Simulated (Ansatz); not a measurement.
Born–Oppenheimer molecular dynamics of ClMg (2 atoms, charge 0, multiplicity 2). It starts from a relaxed structure.

Level of theory: UKS revPBE-D4/cc-pVDZ in Ansatz 0.2.0.

```yaml
ensemble: NVE (velocity Verlet)
time_step: 2 fs
steps_asked: 250
starting_velocities_drawn_for: 500 K
seed: 627951
```

Frames 20 fs apart, positions in Å.

Velocities at 140.0 fs (Å/ps):

```
Mg 0.83 -0.29 0.41
Cl -0.57 0.20 -0.28
```

```xyz
2
Properties=species:S:1:pos:R:3 time_fs=140.0 energy_less_start_eV=0.020 T=46
Mg 0.944 -0.361 0.469
Cl -0.924 0.304 -0.470
2
Properties=species:S:1:pos:R:3 time_fs=160.0 energy_less_start_eV=0.004 T=417
Mg 0.988 -0.377 0.492
Cl -0.954 0.315 -0.485
2
Properties=species:S:1:pos:R:3 time_fs=180.0 energy_less_start_eV=0.019 T=61
Mg 1.007 -0.384 0.501
Cl -0.967 0.320 -0.492
2
Properties=species:S:1:pos:R:3 time_fs=200.0 energy_less_start_eV=0.003 T=438
Mg 0.963 -0.368 0.479
Cl -0.937 0.309 -0.477
2
Properties=species:S:1:pos:R:3 time_fs=220.0 energy_less_start_eV=0.016 T=132
Mg 0.947 -0.362 0.471
Cl -0.926 0.305 -0.471
2
Properties=species:S:1:pos:R:3 time_fs=240.0 energy_less_start_eV=0.007 T=330
Mg 0.994 -0.379 0.495
Cl -0.958 0.317 -0.487
2
Properties=species:S:1:pos:R:3 time_fs=260.0 energy_less_start_eV=0.016 T=138
Mg 1.004 -0.383 0.500
Cl -0.965 0.319 -0.491
2
Properties=species:S:1:pos:R:3 time_fs=280.0 energy_less_start_eV=0.007 T=349
Mg 0.956 -0.366 0.476
Cl -0.932 0.307 -0.474
2
Properties=species:S:1:pos:R:3 time_fs=300.0 energy_less_start_eV=0.011 T=242
Mg 0.951 -0.364 0.473
Cl -0.929 0.306 -0.473
2
Properties=species:S:1:pos:R:3 time_fs=320.0 energy_less_start_eV=0.012 T=231
Mg 1.000 -0.381 0.497
Cl -0.962 0.318 -0.489
2
Properties=species:S:1:pos:R:3 time_fs=340.0 energy_less_start_eV=0.012 T=234
Mg 0.999 -0.381 0.497
Cl -0.962 0.318 -0.489
2
Properties=species:S:1:pos:R:3 time_fs=360.0 energy_less_start_eV=0.011 T=238
Mg 0.951 -0.364 0.473
Cl -0.929 0.306 -0.472
```

Of the whole run (500 fs, mean temperature of the second half 242 K): The conserved energy stayed within 0.076 meV per atom of its start (net change 0.014 meV per atom), so the integration is sound. The temperature averaged 0.48 of the 500 K drawn at the start: a run that starts near a minimum puts about half its kinetic energy into the potential. A run of 0.5 ps of so small a system gives no equilibrium averages.

Time of the run: 3.4 min on 1 thread of Arm Neoverse V2, with other jobs on the host, peak memory 0.088 GiB.
